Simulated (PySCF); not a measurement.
Calculated molecular-ion clusters (M+•, centroid m/z and relative intensity) of several compounds:

1. 98.0726 (100.0), 99.0760 (6.6), 100.0781 (0.4)
2. 79.0828 (24.5), 80.0793 (100.0), 81.0826 (5.5)
3. 62.0280 (100.0), 63.0314 (2.2)
4. 76.0501 (24.7), 77.0465 (100.0), 78.0471 (3.5), 79.0423 (4.5)

Lines and terms under 0.3 % are left out. Candidates, as SMILES:
A. `CPC`
B. `CC#CBCC`
C. `O=C1CCCCC1`
D. `CS[BH2-][NH3+]`

Problem. Match clusters and compounds, and give each formula.

Solution. 
1 = C, C6H10O, monoisotopic mass of the neutral 98.0732 u; relative to that species, one 13C gives 6.5 % at +1.
2 = B, C5H9B, monoisotopic mass of the neutral 80.0797 u; relative to that species, one 10B gives 24.8 % at -1 and one 13C gives 5.4 % at +1.
3 = A, C2H7P, monoisotopic mass of the neutral 62.0285 u; relative to that species, one 13C gives 2.2 % at +1.
4 = D, CH8BNS, monoisotopic mass of the neutral 77.0471 u; relative to that species, one 10B gives 24.8 % at -1, one 13C gives 1.1 % at +1, one 33S gives 0.8 % at +1, one 15N gives 0.4 % at +1 and one 34S gives 4.5 % at +2.

Problem. What is the mean mass of the whole cluster 4, and how does it compare with the molar mass?

Solution. 76.958 u over all lines, faint ones too (the ion lacks one electron, 0.0005 u); standard atomic weights give 76.952 g/mol for CH8BNS.

Problem. Give the exact less the nominal mass of each, in mDa.

Solution. C2H7P +28.5, C5H9B +79.7, C6H10O +73.2, CH8BNS +47.1 (neutral, monoisotopic).

Abundances used (%; other tables differ somewhat): 16O 99.757, 17O 0.038, 18O 0.205; 12C 98.93, 13C 1.07; 1H 99.9885, 2H 0.0115; 10B 19.9, 11B 80.1; 32S 94.93, 33S 0.76, 34S 4.29, 36S 0.02; 14N 99.632, 15N 0.368.

Isomers would give the same cluster, so the cluster fixes the formula at best.
